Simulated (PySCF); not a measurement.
Job file and geometry (Å, from GFN2-xTB) of a spin–spin coupling run on SMILES [BH3-]C#[O+], CH₃BO, B3LYP/pcJ-1 indirect spin-spin coupling, non-relativistic, gas phase in PySCF 2.14.0, density-fitted response routines; density fitting, a coarse starting grid and PySCF grid level 2 are the driver's defaults:

```
{"job": {"kind": "j", "xc": "B3LYP", "basis": "pcJ-1"}, "charge": 0, "multiplicity": 1}
B     -0.514407     0.005460    -0.013317
C      0.958582    -0.006829     0.012106
O      2.100377    -0.018811     0.034241
H     -0.841704    -0.872270    -0.742388
H     -0.864903    -0.179811     1.105693
H     -0.834822     1.074251    -0.417910
```

**Question.** What does the program print?

**Answer.** 
```
coarse grid: 5120 points
cycle   1  E = -139.8544959050  dE =  3.243e-01  |g| = 6.461e-01  |ddm| = 1.922e+00
cycle   2  E = -139.6258766140  dE =  2.286e-01  |g| = 1.328e+00  |ddm| = 9.340e-01
cycle   3  E = -139.9315763224  dE = -3.057e-01  |g| = 2.128e-01  |ddm| = 6.004e-01
cycle   4  E = -139.9434553816  dE = -1.188e-02  |g| = 5.391e-02  |ddm| = 1.850e-01
cycle   5  E = -139.9440865323  dE = -6.312e-04  |g| = 1.339e-02  |ddm| = 4.034e-02
cycle   6  E = -139.9441351748  dE = -4.864e-05  |g| = 1.808e-03  |ddm| = 1.074e-02
cycle   7  E = -139.9441361138  dE = -9.390e-07  |g| = 1.123e-04  |ddm| = 1.593e-03
final grid: 49744 points
cycle   8  E = -139.9773489039  dE = -6.747e-05  |g| = 5.182e-03  |ddm| = 9.430e-03
cycle   9  E = -139.9773318624  dE =  1.704e-05  |g| = 1.097e-02  |ddm| = 6.580e-03
cycle  10  E = -139.9773531441  dE = -2.128e-05  |g| = 1.008e-03  |ddm| = 4.930e-03
cycle  11  E = -139.9773533255  dE = -1.815e-07  |g| = 4.096e-04  |ddm| = 9.295e-04
cycle  12  E = -139.9773533745  dE = -4.898e-08  |g| = 6.374e-05  |ddm| = 3.371e-04
cycle  13  E = -139.9773533755  dE = -1.008e-09  |g| = 1.514e-05  |ddm| = 5.401e-05
cycle  14  E = -139.9773533756  dE = -6.108e-11  |g| = 1.983e-06  |ddm| = 1.264e-05
converged SCF energy = -139.9773533756

Indirect spin-spin couplings (Hz)
  i      j    bonds     total        FC       PSO       DSO        SD
  0 B    1 C    1     54.950    56.848    -2.296     0.232     0.167
  0 B    2 O    2      2.395     2.415     0.375     0.136    -0.531
  0 B    3 H    1    105.109   104.344    -0.002     0.649     0.117
  0 B    4 H    1    104.938   104.171     0.000     0.650     0.117
  0 B    5 H    1    105.322   104.559    -0.005     0.649     0.118
  1 C    2 O    1     13.633    10.461     9.985     0.034    -6.847
  1 C    3 H    2     -6.717    -6.702    -0.316     0.059     0.241
  1 C    4 H    2     -6.805    -6.791    -0.319     0.061     0.243
  1 C    5 H    2     -6.613    -6.597    -0.313     0.057     0.240
  2 O    3 H    3     -4.325    -4.104    -0.369     0.262    -0.114
  2 O    4 H    3     -4.327    -4.106    -0.367     0.261    -0.115
  2 O    5 H    3     -4.324    -4.101    -0.373     0.262    -0.112
  3 H    4 H    2    -27.023   -27.019     1.741    -1.713    -0.031
  3 H    5 H    2    -27.203   -27.200     1.742    -1.715    -0.030
  4 H    5 H    2    -27.122   -27.118     1.742    -1.714    -0.030
```

Size and cost of the density-fitted run: 111 basis functions, 4.9 s wall time on 1 thread of an Arm Neoverse V1, shared host.
